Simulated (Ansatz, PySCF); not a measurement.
Bond stretch in Li2, singlet. Each curve is given relative to its own lowest point near equilibrium.

```csv
R / Å,A,B,C
2.08,57.6,57.0,47.0
2.17,42.4,40.9,33.1
2.38,18.2,15.6,11.7
2.46,12.4,9.6,6.8
2.59,6.3,3.3,2.0
2.67,4.1,1.1,0.5
2.74,2.2,0.1,0.0
2.84,0.6,0.0,0.4
2.96,0.0,1.5,2.3
2.99,0.0,2.1,2.9
3.14,0.9,6.4,7.2
3.43,4.5,18.8,18.2
3.70,8.3,33.1,29.7
4.11,12.8,56.9,46.3
4.54,15.8,81.6,59.9
5.01,17.6,106.7,69.7
5.45,18.6,127.8,75.1
6.05,19.3,152.5,78.8
6.75,19.7,176.0,80.6
7.38,19.9,192.8,81.2
8.18,20.1,209.3,81.5
```

Energies in kJ/mol.

### Question
Assign the columns to these levels of theory: full CI/def2-TZVP, frozen core in Ansatz (an electronic-structure program); RHF/def2-TZVP run with Ansatz; unrestricted Hartree-Fock/3-21G (PySCF 2.14.0).

### Answer
A is UHF/3-21G; B is RHF; C is FCI.

The restricted form behind RHF keeps the bonding electrons paired and can't separate into open-shell fragments. The unrestricted determinant behind UHF/3-21G is spin-contaminated at 2.08 to 8.18 Å (<S²> up to 1.0, against 0.00 for a pure singlet).
